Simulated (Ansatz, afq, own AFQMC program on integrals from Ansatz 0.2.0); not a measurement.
**AlSiH$_{2}$, doublet → AlSiH$_{2}$, quartet**

```csv
atom,x (Å),y (Å),z (Å)
Si,0.0000,0.0000,1.2743
Al,0.0000,0.0000,-1.1788
H,0.0000,-1.3806,-1.9769
H,0.0000,1.3806,-1.9769
```

Connectivity, by distances: Si–AlH2.

E(quartet, charge +0) − E(doublet, charge +0) at this geometry, on ROHF and UHF determinants.

Basis cc-pVTZ. Only valence electrons are correlated. Integrals, coupled cluster, full CI and functionals: Ansatz 0.2.0; the random walks run on the same integrals in our own AFQMC program. The CISD trial takes its coefficients from CCSD amplitudes. Released means that phaseless walkers are propagated on without the constraint, phases kept. Uncertainties: one standard error, sampling alone. The errors of all members are added in quadrature.

No full CI on the walks' own integrals is used here; CCSDT(Q) serves as the reference and is uncertain by about the last step of the cluster series. Each member takes its own surest rung, up to full CI.

Errors are counted within cc-pVTZ, not against nature.

Cautions: AlSiH₂ (doublet): a spin-contaminated unrestricted determinant lies lower (UHF 260 meV lower, ⟨S²⟩ 1.32), the released energies are still falling, so no released level is given (meV from the phaseless value at times in 1/Eh: 2 ± 11 at 0.24, -14 ± 4 at 0.51, -32 ± 15 at 0.99, -33 ± 6 at 1.62, -35 ± 5 at 2.40), though the last usable value meets CCSDT(Q) within the noise, its ph-AFQMC/CISD value lies 26 ± 5 meV above CCSDT(Q); AlSiH₂ (quartet): another spin lies lower; core correlation is missing, and it shifts such a gap most where an s electron is promoted.

```csv
level,vertical spin gap (eV)
MP2,0.212
CCSD,0.349
```

**Question.** From these cheaper values, estimate the vertical spin gap at the reference level in cc-pVTZ.

**Answer.** 0.346 eV (CCSDT(Q) in cc-pVTZ).

| level | vertical spin gap (eV) | error against CCSDT(Q) (eV) |
| --- | --- | --- |
| HF | -0.169 | -0.515 |
| CCSD(T) | 0.347 | 0.001 |
| CCSDT | 0.347 | 0.001 |
| ph-AFQMC/HF | 0.254 ± 0.034 | -0.092 ± 0.034 |
| ph-AFQMC/CISD | 0.329 ± 0.007 | -0.017 ± 0.007 |

Correlation beyond CCSD(T) changes it by less than 2 meV. The perturbative (T) step is worth −0.002 eV.

A walk keeps the symmetry of its determinant, which the program's search chose and which needn't be the lowest solution, so a lower state of the same spin and another symmetry isn't excluded.
